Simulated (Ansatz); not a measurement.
Process, species as SMILES: FOF → F atom + [O]F (O-F)
B3LYP-D3(BJ)/def2-TZVP geometries, fixed; electronic energies without zero-point terms.

Effect of a fitting basis named in the input at PBE/aug-cc-pVQZ with Ansatz (a quantum-chemistry and plane-wave program), against the last row, where the bond dissociation energy is 51.77 kcal/mol. Open shells are unrestricted. The default fits or decomposes integrals by the program's own choice; accuracy: high also tightens integrals, grids and stops.

```json
[
 {"setting": "fitting: def2-SV(P)-JKFIT", "largest shift of a total energy (mEh)": "-0.073", "shift of the bond dissociation energy (kcal/mol)": "0.006"},
 {"setting": "fitting: def2-universal-JKFIT", "largest shift of a total energy (mEh)": "-0.073", "shift of the bond dissociation energy (kcal/mol)": "0.006"},
 {"setting": "fitting: cc-pVTZ-JKFIT", "largest shift of a total energy (mEh)": "-0.044", "shift of the bond dissociation energy (kcal/mol)": "0.002"},
 {"setting": "fitting: cc-pVQZ-JKFIT", "largest shift of a total energy (mEh)": "-0.021", "shift of the bond dissociation energy (kcal/mol)": "-0.004"},
 {"setting": "fitting: cc-pV5Z-JKFIT", "largest shift of a total energy (mEh)": "-0.018", "shift of the bond dissociation energy (kcal/mol)": "-0.005"},
 {"setting": "fitting: def2-universal-JFIT", "largest shift of a total energy (mEh)": "-0.134", "shift of the bond dissociation energy (kcal/mol)": "0.031"},
 {"setting": "accuracy: high", "largest shift of a total energy (mEh)": "0.002", "shift of the bond dissociation energy (kcal/mol)": "-0.001"},
 {"setting": "accuracy: medium (default)", "largest shift of a total energy (mEh)": "0.000", "shift of the bond dissociation energy (kcal/mol)": "0.000"}
]
```

Within 0.02 kcal/mol in the bond dissociation energy: fitting: def2-SV(P)-JKFIT; fitting: def2-universal-JKFIT; fitting: cc-pVTZ-JKFIT; fitting: cc-pVQZ-JKFIT; fitting: cc-pV5Z-JKFIT; accuracy: high. The largest shift is 0.134 mEh in a total energy and 0.031 kcal/mol in the difference.
